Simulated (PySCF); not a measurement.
# Isomers of C2H8N2: computed energies against enthalpies of formation

**Experimental background.**

CRC Handbook of Chemistry and Physics lists, for the gas at 298.15 K: enthalpy of formation of `NCCN` (ethylenediamine) -18 kJ/mol; enthalpy of formation of `CNNC` (1,2-dimethylhydrazine) 92.2 kJ/mol.

The runs below try to reproduce these values; the comparison stands at the end.

Differences of these values give the isomerisation enthalpies. Geometries: PBE0-D3(BJ)/def2-SVP; runs in PySCF, gas phase, with a dispersion term only where the level names one. Total electronic energies (Eh):

| SMILES | PBE0-D3(BJ)/def2-SVP | PBE0/pcSseg-1 | CAM-B3LYP/def2-SVPD |
| --- | --- | --- | --- |
| NCCN | -190.15865 | -190.26919 | -190.30026 |
| CNNC | -190.12106 | -190.23114 | -190.25796 |

Zero-point and thermal terms are left out, so the computed numbers are electronic energies.

**Comparison with experiment**

Relative to `NCCN`, the lowest by measurement, in kJ/mol (measured: enthalpies at 298.15 K; computed: electronic energies):

```csv
SMILES,measured,PBE0-D3(BJ)/def2-SVP,PBE0/pcSseg-1,CAM-B3LYP/def2-SVPD
NCCN,0.0,0.0,0.0,0.0
CNNC,110.2,98.7,99.9,111.1
```

Measured values: -18 kJ/mol (298.15 K; CRC Handbook of Chemistry and Physics) for the first row; the others come from the same table. Unsigned miss: CAM-B3LYP/def2-SVPD 0.9, PBE0/pcSseg-1 10.3, PBE0-D3(BJ)/def2-SVP 11.5 kJ/mol. One conformer stands for `NCCN` and `CNNC`, not necessarily the lowest, while the measurement averages over conformers. Where a level misses, the cause wasn't examined.

Shape of the structure used: `[CH3:1][NH:2][NH:3][CH3:4]`: C1–N2–N3–C4 157°.
